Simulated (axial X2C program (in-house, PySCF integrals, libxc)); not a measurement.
# A two-component session on SAl⁺: properties at the nuclei

Aim: properties at the nuclei of SAl⁺, with spin–orbit coupling in the Hamiltonian from the start.

Program: an in-house X2C program for linear molecules on PySCF integrals. Level of theory: two-component X2C with atomic mean-field terms, S dyall-av3z, Al dyall-v3z. These are calculated values, not measurements.

### Step 1. Set-up

task.json

```json
{
 "zs": [
  16,
  13
 ],
 "q": 1,
 "bas": [
  "dyall-av3z",
  "dyall-v3z"
 ],
 "r0": 2.07,
 "levels": [
  "PBE0",
  "HF",
  "PBE50",
  "BHandHLYP",
  "TPSSh"
 ],
 "nst": 3
}
```

Keys: zs atomic numbers; q charge; bas basis sets; r0 starting distance in Å; levels methods (HF also brings MP2); nst determinants followed.

Started as:

```console
python soeom.py task.json out
```

The runs that follow: Expectation values, lowest determinant; Expectation values, a higher determinant; Expectation values, a higher determinant.

Q: Predict the outcome of this session. Wanted: lowest determinant; Eeff magnitude; Ws magnitude S; A∥/gI S; qzz S; higher determinant (for each run or level that gives them).

**Answer**, as computed:

```
                                        quantity                                            value
                              lowest determinant   Ω = 2 (excess of +ω over −ω: ω = 1/2, ω = 3/2)
                    Eeff magnitude (GV/cm), PBE0                                            0.225
                      Ws magnitude S (kHz), PBE0                                          0.00775
                             A∥/gI S (MHz), PBE0                                              193
                              qzz S (a.u.), PBE0                                             0.30
                              higher determinant  Ω = 1 (excess of +ω over −ω: ω = -1/2, ω = 3/2)
Eeff magnitude (GV/cm), PBE0, higher determinant                                            0.202
  Ws magnitude S (kHz), PBE0, higher determinant                                          0.00651
         A∥/gI S (MHz), PBE0, higher determinant                                              282
          qzz S (a.u.), PBE0, higher determinant                                             0.20
                              higher determinant        Ω = 1 (excess of +ω over −ω: 2 × ω = 1/2)
Eeff magnitude (GV/cm), PBE0, higher determinant                                            0.206
  Ws magnitude S (kHz), PBE0, higher determinant                                          0.00945
         A∥/gI S (MHz), PBE0, higher determinant                                              613
          qzz S (a.u.), PBE0, higher determinant                                             0.18
```

In the first state, the effective field runs from 0.215 to 0.308 GV/cm over the mean-field levels. The expectation values come from single determinants, which for open shells can mix terms of unlike spin or miss the lowest Ω, so a determinant need not be a state. Eeff is the effective electric field on the electron dipole moment in this Ω state and Ws the scalar–pseudoscalar constant (defined with the proton number Z and per Ω); A∥ is the parallel hyperfine constant, which follows by multiplying with the nuclear g factor gI = μI/(I μN); qzz is the electric field gradient, eQq0 = 234.96 MHz × Q/barn × qzz. The operators were transformed with the bare-nucleus X2C matrices.
